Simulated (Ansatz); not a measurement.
# Relaxing Cd2As

Level of theory: DFT PBE, scalar-relativistic, plane waves, PAW in Ansatz 0.2.0. Cutoff 420 eV, Γ-centred k mesh, Gaussian smearing, no spin polarisation in the final step.

Cd2As was placed on the anti-tetragonal zirconia structure type (P4_2/nmc, No. 137), with As in place of Zr, Cd in place of O, at a guessed volume.

```
Cd As
1.0
     4.66737    0.00000    0.00000
     0.00000    4.66737    0.00000
     0.00000    0.00000    6.71922
Cd As
4 2
Direct
  0.00000 0.50000 0.20300
  0.00000 0.50000 0.70300
  0.50000 0.00000 0.29700
  0.50000 0.00000 0.79700
  0.00000 0.00000 0.00000
  0.50000 0.50000 0.50000
```

Cell and atoms relax at zero pressure; the relaxation can't lower the symmetry of the start.

Energies over the elements count from the elements' standard structures at the same level, with no empirical corrections.

(1) Describe the relaxed structure.

(2) What are its volume, energy, density and gap?

Answers

(1) It ends in I4/mmm (No. 139). Conventional cell: a = 4.527 Å, c = 7.389 Å. Around Cd lie 4 As at 2.92 Å, 4 Cd at 3.20 Å and 2 Cd at 3.69 Å; around As lie 8 Cd at 2.92 Å.

Space group I4/mmm (No. 139). a = 4.527 Å, b = 4.527 Å, c = 7.389 Å, α = 90.00°, β = 90.00°, γ = 90.00°
```tsv
atom	site	symmetry	x	y	z
Cd	4d	-4m2	0.0000	0.5000	0.2500
As	2a	4/mmm	0.0000	0.0000	0.0000
```

(2) The volume per atom is 25.24 Å³, the density is 6.57 g/cm³ and the energy over the elements is 0.03 eV/atom. The gap on the 8×8×6 mesh is 0 eV (a metal).

The final run used a 8×8×6 mesh on its 6-atom cell and 0.10 eV smearing. For metals, differences of a few meV/atom aren't resolved. A structure relaxed within its symmetry needn't be a true minimum. The steps took roughly 14 core-minutes in all.